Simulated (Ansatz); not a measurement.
System: singlet methylene, CH2 (charge 0, singlet). 
Structure (B3LYP-D3(BJ)/def2-TZVP (Ansatz, a quantum-chemistry and plane-wave program) minimum search):
```xyz
3

C      0.0073     0.0003     0.1749
H     -0.0104     0.8611    -0.5267
H     -0.0333    -0.8629    -0.5227
```

Basis-set convergence of Hartree-Fock and MP2 correlation energies (hartree) with Ansatz. Valence correlation only, unless marked. No spin-orbit coupling. Non-relativistic.

The Hartree-Fock reference is unstable (checked in the largest basis), which strains HF and MP2. 

```tsv
basis	functions	E(HF)	E(corr, MP2)
aug-cc-pVDZ	41	-38.88434	-0.11553
aug-cc-pVTZ	92	-38.89325	-0.14112
aug-cc-pVQZ	172	-38.89531	-0.14937
```

Extrapolating the two largest sets (X = 3 and 4) as X^-3: E(corr) = (64·(-0.14937) - 27·(-0.14112))/37 = -0.1554 Eh, an estimate of the basis-set limit. The largest set recovers 96.1 % of it, the smallest 74.4 %.
